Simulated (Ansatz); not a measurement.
The inner images of a band of BH3O + H2S (8 atoms, charge 0, multiplicity 1) are given out of order.

These are results of Ansatz, RKS PBE0/cc-pVDZ, not measurements.

First end point:

```xyz
8
Properties=species:S:1:pos:R:3
B -0.035 -0.319 0.147
O -0.309 -0.770 1.396
H -1.245 -0.970 1.514
H 1.125 -0.071 -0.080
H -0.904 -0.218 -0.690
S -0.034 2.861 1.418
H 1.264 2.716 1.059
H 0.030 1.798 2.256
```

Last end point:

```xyz
8
Properties=species:S:1:pos:R:3
B 0.079 0.478 0.218
O -0.236 -0.277 1.746
H -1.100 -0.712 1.686
H 1.170 0.060 -0.079
H -0.876 0.132 -0.445
S -0.024 2.308 0.638
H 1.271 2.508 0.983
H -0.391 0.531 2.275
```

Put them in order from the first end to the last, with their energies above the first end.
A.
```xyz
8
Properties=species:S:1:pos:R:3
B 0.061 0.067 0.280
O -0.206 -0.450 1.577
H -1.121 -0.737 1.661
H 1.224 0.058 -0.047
H -0.822 0.071 -0.548
S -0.096 2.311 0.931
H 1.202 2.390 1.309
H -0.350 1.318 1.857
```
B.
```xyz
8
Properties=species:S:1:pos:R:3
B 0.070 0.347 0.225
O -0.209 -0.206 1.720
H -1.052 -0.686 1.748
H 1.181 0.034 -0.117
H -0.873 0.078 -0.487
S -0.065 2.241 0.774
H 1.205 2.384 1.229
H -0.364 0.836 1.929
```
C.
```xyz
8
Properties=species:S:1:pos:R:3
B 0.063 0.237 0.267
O -0.220 -0.282 1.672
H -1.079 -0.722 1.709
H 1.199 0.042 -0.090
H -0.848 0.079 -0.516
S -0.082 2.224 0.864
H 1.202 2.378 1.268
H -0.343 1.072 1.846
```
D.
```xyz
8
Properties=species:S:1:pos:R:3
B 0.044 -0.086 0.245
O -0.193 -0.602 1.500
H -1.128 -0.782 1.648
H 1.206 0.035 -0.060
H -0.854 0.041 -0.555
S -0.084 2.479 1.016
H 1.241 2.424 1.289
H -0.340 1.520 1.938
```
E.
```xyz
8
Properties=species:S:1:pos:R:3
B 0.017 -0.189 0.199
O -0.198 -0.706 1.443
H -1.134 -0.873 1.606
H 1.173 -0.013 -0.103
H -0.895 -0.022 -0.578
S -0.059 2.643 1.129
H 1.280 2.481 1.248
H -0.292 1.706 2.078
```
F.
```xyz
8
Properties=species:S:1:pos:R:3
B 0.077 0.437 0.200
O -0.206 -0.225 1.743
H -1.050 -0.701 1.742
H 1.167 0.036 -0.120
H -0.883 0.107 -0.464
S -0.035 2.278 0.661
H 1.224 2.425 1.144
H -0.402 0.672 2.114
```
G.
```xyz
8
Properties=species:S:1:pos:R:3
B -0.016 -0.262 0.165
O -0.240 -0.780 1.401
H -1.175 -0.958 1.554
H 1.141 -0.053 -0.115
H -0.921 -0.095 -0.621
S -0.042 2.759 1.244
H 1.293 2.561 1.146
H -0.148 1.856 2.247
```

G (0.00 eV), E (+0.03 eV), D (+0.12 eV), A (+0.39 eV), C (+0.70 eV), B (+0.38 eV), F (+0.15 eV).

Time of the run: 3.5 min on 1 thread of Arm Neoverse V2 (shared host), peak memory 0.12 GiB.
